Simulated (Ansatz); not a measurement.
A made-up structure of Si2HS, doublet:

Si1  (-2.709, 1.089, 0.422)
Si2  (-0.647, -0.310, 0.586)
S3  (1.237, 0.167, -0.758)
H4  (2.119, -0.946, -0.250)
(Å)

It is relaxed with PBE-D4/def2-SVP and then PBE0-D4/def2-TZVP (Ansatz 0.2.0). Atoms count as bonded within 1.22 times the sum of their covalent radii (H–H: 0.88 Å). The end point is not checked to be a true minimum.

Q: Does its bonding change? (A judgement: the text doesn't fix the answer.)

A: The calculation gives: No: no bond forms or breaks.

Where it ends: The first stage lowers the energy by 0.70 eV in 8 steps. It ends as Si₂HS ([Si][Si][SH]):
```
4
angstrom
Si -2.4176 0.9736 0.3759
Si -0.5779 -0.2772 0.5237
S 1.1043 0.1489 -0.6767
H 1.8913 -0.8454 -0.2228
```

Labels in which every atom is bracketed show which atoms are joined, not bond orders.

For scale, one of the runs: PBE0-D4/def2-TZVP relaxation, 117 basis functions, launched by `ansatz run in.yaml --threads 2 --pin off --events-out ev --progress --plain --max-ram 4352MiB`. The run took about 69 s on 2 CPU threads of an Arm Neoverse V1 (shared host).
